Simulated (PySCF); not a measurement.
Gas-phase reaction: 2 BH₂Cl + Cl₂ + 2 BCl₂ = 4 BHCl₂

Energies from PySCF (xtb for GFN2), thermal terms from the rigid-rotor harmonic-oscillator model, ideal gas at 1 bar. † marks an energy on the PBE0/def2-TZVP geometry and frequencies; other levels use their own. MP2 and CCSD(T) freeze the core. 6-31G* has spherical d functions here. Open shells (unrestricted): BCl₂ (multiplicity 2); the rest are closed-shell singlets. GFN2 has no spin-polarisation term. B3LYP is the form with VWN-RPA correlation. BH₂Cl: computed as isolated molecules; such fragments, hydroxides, amides, oligomers or adducts are transient or little studied in the gas. MP2 isn't extrapolated to the basis-set limit. CCSD(T) isn't extrapolated to the basis-set limit.

| level | ΔH°(298 K), kJ |
|---|---|
| B3LYP/6-31G* | ? |
| BLYP/def2-TZVP† | ? |
| CCSD(T)/def2-SVP† | -817 |
| GFN2-xTB | ? |
| MP2/def2-SVP† | -843 |
| LDA/def2-TZVP† | -821 |
| ωB97X-V/def2-TZVP† | -789 |

Q: Fill in the missing entries.

A: 
- B3LYP/6-31G*, ΔH°(298 K), kJ: -780
- BLYP/def2-TZVP†, ΔH°(298 K), kJ: -728
- GFN2-xTB, ΔH°(298 K), kJ: -677
